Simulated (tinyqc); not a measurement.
Worked calculation: harmonic frequencies on the UHF/sto-3g surface (energies and gradients from PySCF), for OH+, spin multiplicity 3. One step of it, computed by the program tinyqc.

Task: Normal modes. Diagonalise H_ij / sqrt(m_i m_j); the 5 smallest eigenvalues belong to translations and rotations; wavenumber = sqrt(eigenvalue / 1822.888) x 219474.63; each mode has its largest component positive (the first on a tie); zero-point energy = sum of wavenumbers / 2, with 349.755 1/cm per kcal/mol.

Hessian (symmetrised) (hartree/bohr^2), order 1Ox, 1Oy, 1Oz, 2Hx, 2Hy, 2Hz:
```
[[0.00000803, 0.00000000, 0.00000000, -0.00000803, 0.00000000, 0.00000000],
 [0.00000000, 0.00000803, 0.00000000, 0.00000000, -0.00000803, 0.00000000],
 [0.00000000, 0.00000000, 0.42399977, 0.00000000, 0.00000000, -0.42399977],
 [-0.00000803, 0.00000000, 0.00000000, 0.00000803, 0.00000000, 0.00000000],
 [0.00000000, -0.00000803, 0.00000000, 0.00000000, 0.00000803, 0.00000000],
 [0.00000000, 0.00000000, -0.42399977, 0.00000000, 0.00000000, 0.42399977]]
```

masses (u): [15.994915, 1.007825]

Give: eigenvalues of the mass-weighted Hessian; harmonic wavenumbers of the vibrations; mass-weighted modes; zero-point energy.

Result:

eigenvalues of the mass-weighted Hessian (hartree/(bohr^2 u)): [0.000, 0.000, 0.000, 0.000, 0.000, 0.447]

harmonic wavenumbers of the vibrations (1/cm): [3437.7]

mass-weighted modes, order 1Ox, 1Oy, 1Oz, 2Hx, 2Hy, 2Hz:
```
[[0.000],
 [0.000],
 [-0.243],
 [0.000],
 [0.000],
 [0.970]]
```

zero-point energy = 4.914 kcal/mol
